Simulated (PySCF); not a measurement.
PySCF job for BF3, SMILES FB(F)F, TDDFT-LC-ωPBE/def2-SVPD. Coordinates come from a B3LYP-D3(BJ)/def2-TZVP optimisation. The isomer is the one that the SMILES or the coordinates give; other isomers of the formula were not compared.

```python
import numpy as np
from pyscf import gto, scf, dft, tdscf

mol = gto.M(
    atom='''
    B    -0.00000000    0.00000000    0.00000000
    F    -1.31563921    0.00000000    0.00000000
    F     0.65781961    1.13937697    0.00000000
    F     0.65781960   -1.13937698    0.00000000
    ''',
    basis='def2-SVPD',
    charge=0,
    spin=0,
    symmetry=True,
    max_memory=1600,
    verbose=4,
)
mf = dft.RKS(mol, xc='lc_wpbe').density_fit(auxbasis='def2-universal-jkfit')
mf.grids.level = 3
mf.conv_tol = 1e-9
mf.max_cycle = 100
mf.kernel()
mf.grids = dft.Grids(mol).set(level=1).build(with_non0tab=True)  # coarser grid for the response kernel
td = tdscf.TDDFT(mf)
td.singlet = True
td.nstates = 10
td.conv_tol = 1e-4
td.positive_eig_threshold = 1e-6
td.kernel(x0=td.get_init_guess(mf, 15))
td.analyze()
tt = tdscf.TDA(mf)
tt.singlet = False
tt.nstates = 4
tt.conv_tol = 1e-4
tt.positive_eig_threshold = 1e-6
tt.kernel(x0=tt.get_init_guess(mf, 9))
tt.analyze(verbose=3)
```

Log of the run:

```
PySCF version 2.14.0

[INPUT] verbose = 4
[INPUT] num. atoms = 4
[INPUT] num. electrons = 32
[INPUT] charge = 0
[INPUT] spin (= nelec alpha-beta = 2S) = 0
[INPUT] symmetry True subgroup None
[INPUT] Mole.unit = angstrom
[INPUT] Symbol           X                Y                Z      unit          X                Y                Z       unit  Magmom
[INPUT]  1 B      0.000000000000   0.000000000000   0.000000000000 AA    0.000000000000   0.000000000000   0.000000000000 Bohr   0.0
[INPUT]  2 F     -1.315639210000   0.000000000000   0.000000000000 AA   -2.486197785639   0.000000000000   0.000000000000 Bohr   0.0
[INPUT]  3 F      0.657819610000   1.139376970000   0.000000000000 AA    1.243098902268   2.153110425937   0.000000000000 Bohr   0.0
[INPUT]  4 F      0.657819600000  -1.139376980000   0.000000000000 AA    1.243098883371  -2.153110444834   0.000000000000 Bohr   0.0

nuclear repulsion = 110.729772737604
point group symmetry = D3h, use subgroup C2v
symmetry origin: [ 0.00000000e+00 -5.31485489e-09  0.00000000e+00]
symmetry axis x: [ 2.1377442e-09  1.0000000e+00 -0.0000000e+00]
symmetry axis y: [0. 0. 1.]
symmetry axis z: [ 1.0000000e+00 -2.1377442e-09  0.0000000e+00]
num. orbitals of irrep A1 = 37
num. orbitals of irrep A2 = 11
num. orbitals of irrep B1 = 25
num. orbitals of irrep B2 = 16
number of shells = 35
number of NR pGTOs = 129
number of NR cGTOs = 89
basis = def2-SVPD
ecp = {}


[settings echo left out]
init E= -324.502180561123
HOMO (B1) = -0.563597056793867  LUMO (A1) = 0.0219715439976227  gap/eV = 15.93413
cycle= 1 E= -324.051526890017  delta_E= 0.451  |g|= 0.724  |ddm|= 2.37
HOMO (B1) = -0.495102472542773  LUMO (A1) = 0.0524519327488191  gap/eV = 14.89971
cycle= 2 E= -324.07994253378  delta_E= -0.0284  |g|= 0.696  |ddm|= 1.17
HOMO (B1) = -0.570825245214196  LUMO (A1) = 0.0546830240052589  gap/eV = 17.02095
cycle= 3 E= -324.150905337488  delta_E= -0.071  |g|= 0.0479  |ddm|= 0.46
HOMO (B1) = -0.558100785522877  LUMO (A1) = 0.0573482632822699  gap/eV = 16.74722
cycle= 4 E= -324.15135614582  delta_E= -0.000451  |g|= 0.0101  |ddm|= 0.0542
HOMO (B1) = -0.559836993099417  LUMO (A1) = 0.0571044836220347  gap/eV = 16.78783
cycle= 5 E= -324.151397451583  delta_E= -4.13e-05  |g|= 0.00103  |ddm|= 0.0191
HOMO (B1) = -0.559955584845437  LUMO (A1) = 0.0570709193331504  gap/eV = 16.79015
cycle= 6 E= -324.151398162533  delta_E= -7.11e-07  |g|= 0.000139  |ddm|= 0.00319
HOMO (B1) = -0.559972087705876  LUMO (A1) = 0.0570720280103334  gap/eV = 16.79063
cycle= 7 E= -324.151398175526  delta_E= -1.3e-08  |g|= 2.99e-05  |ddm|= 0.000524
HOMO (B1) = -0.559970297726642  LUMO (A1) = 0.0570731988547735  gap/eV = 16.79061
cycle= 8 E= -324.151398175887  delta_E= -3.61e-10  |g|= 4.53e-06  |ddm|= 6.74e-05
HOMO (B1) = -0.559970720751751  LUMO (A1) = 0.0570731996371467  gap/eV = 16.79062
Extra cycle  E= -324.151398175897  delta_E= -1.06e-11  |g|= 1.62e-06  |ddm|= 1.39e-05
converged SCF energy = -324.151398175897
tot grids = 21080
Overwritten attributes  positive_eig_threshold  of <class 'pyscf.tdscf.rks.TDDFT'>


******** <class 'pyscf.tdscf.rks.TDDFT'> for <class 'pyscf.df.df_jk.DFSymAdaptedRKS'> ********
nstates = 10 singlet
deg_eia_thresh = 1.000e-03
wfnsym = None
conv_tol = 0.0001
eigh lindep = 1e-12
eigh level_shift = 0
eigh max_cycle = 100


Excitation energies (eV)
[10.83251844 11.22989018 11.98226277 11.98229089 12.09477926 12.0947981
 12.32350673 12.32355566 12.7879674  12.78799599]

** Singlet excitation energies and oscillator strengths **
Excited State   1:   A2     10.83252 eV    114.46 nm  f=0.0000
      16 -> 18       -0.69693
      16 -> 22        0.10153
Excited State   2:   B1     11.22989 eV    110.41 nm  f=0.0000
      16 -> 17        0.67011
      16 -> 25        0.14164
Excited State   3:   A2     11.98226 eV    103.47 nm  f=0.0000
      12 -> 18       -0.69338
Excited State   4:   B2     11.98229 eV    103.47 nm  f=0.0000
      13 -> 18        0.69337
Excited State   5:   B2     12.09478 eV    102.51 nm  f=0.0000
      15 -> 17       -0.66128
      15 -> 21        0.10621
      15 -> 25       -0.14629
Excited State   6:   A2     12.09480 eV    102.51 nm  f=0.0000
      14 -> 17        0.66129
      14 -> 21       -0.10621
      14 -> 25        0.14630
Excited State   7:  ???     12.32351 eV    100.61 nm  f=0.0104
      12 -> 17        0.56248
      12 -> 25        0.13138
      14 -> 18       -0.34095
      16 -> 19       -0.15264
Excited State   8:  ???     12.32356 eV    100.61 nm  f=0.0104
      13 -> 17        0.56248
      13 -> 25        0.13138
      15 -> 18        0.34097
      16 -> 20       -0.15263
Excited State   9:  ???     12.78797 eV     96.95 nm  f=0.2557
      13 -> 17       -0.34771
      15 -> 18        0.57458
      15 -> 22       -0.12511
Excited State  10:  ???     12.78800 eV     96.95 nm  f=0.2557
      12 -> 17       -0.34770
      14 -> 18       -0.57458
      14 -> 22        0.12511

** Transition electric dipole moments (AU) **
state          X           Y           Z        Dip. S.      Osc.
  1         0.0000      0.0000      0.0000      0.0000      0.0000
  2         0.0000      0.0000     -0.0000      0.0000      0.0000
  3        -0.0000     -0.0000     -0.0000      0.0000      0.0000
  4        -0.0000      0.0000      0.0000      0.0000      0.0000
  5        -0.0000      0.0000      0.0000      0.0000      0.0000
  6         0.0000      0.0000     -0.0000      0.0000      0.0000
  7        -0.0000     -0.1853     -0.0000      0.0343      0.0104
  8        -0.1852     -0.0000     -0.0000      0.0343      0.0104
  9         0.9034      0.0000      0.0000      0.8161      0.2557
 10        -0.0000      0.9034      0.0000      0.8161      0.2557

** Transition velocity dipole moments (imaginary part, AU) **
state          X           Y           Z        Dip. S.      Osc.
  1        -0.0000      0.0000     -0.0000      0.0000      0.0000
  2        -0.0000      0.0000      0.0000      0.0000      0.0000
  3        -0.0000      0.0000     -0.0000      0.0000      0.0000
  4         0.0000      0.0000      0.0000      0.0000      0.0000
  5        -0.0000     -0.0000      0.0000      0.0000      0.0000
  6        -0.0000      0.0000     -0.0000      0.0000      0.0000
  7        -0.0000     -0.0882      0.0000      0.0078      0.0115
  8        -0.0882     -0.0000      0.0000      0.0078      0.0114
  9         0.4186      0.0000     -0.0000      0.1752      0.2485
 10         0.0000      0.4186     -0.0000      0.1752      0.2486

** Transition magnetic dipole moments (imaginary part, AU) **
state          X           Y           Z
  1         0.0000      0.0000     -0.0000
  2        -0.0000     -0.0000     -0.6884
  3        -0.7396      0.0000     -0.0000
  4         0.0000     -0.7394     -0.0000
  5        -0.0000     -0.8522     -0.0000
  6         0.8521      0.0000     -0.0000
  7        -0.0000      0.0000      0.0000
  8        -0.0000     -0.0000      0.0000
  9         0.0000      0.0000     -0.0000
 10         0.0000     -0.0000      0.0000
Overwritten attributes  positive_eig_threshold  of <class 'pyscf.tdscf.rks.TDA'>


******** <class 'pyscf.tdscf.rks.TDA'> for <class 'pyscf.df.df_jk.DFSymAdaptedRKS'> ********
nstates = 4 triplet
deg_eia_thresh = 1.000e-03
wfnsym = None
conv_tol = 0.0001
eigh lindep = 1e-12
eigh level_shift = 0
eigh max_cycle = 100


Excitation energies (eV)
[10.57374282 10.99024402 11.14617138 11.14623312]

** Triplet excitation energies and oscillator strengths **
Excited State   1:   A2     10.57374 eV    117.26 nm  f=0.0000
Excited State   2:   B1     10.99024 eV    112.81 nm  f=0.0000
Excited State   3:   A1     11.14617 eV    111.23 nm  f=0.0000
Excited State   4:   B1     11.14623 eV    111.23 nm  f=0.0000
```

The calculation finished and met its thresholds.
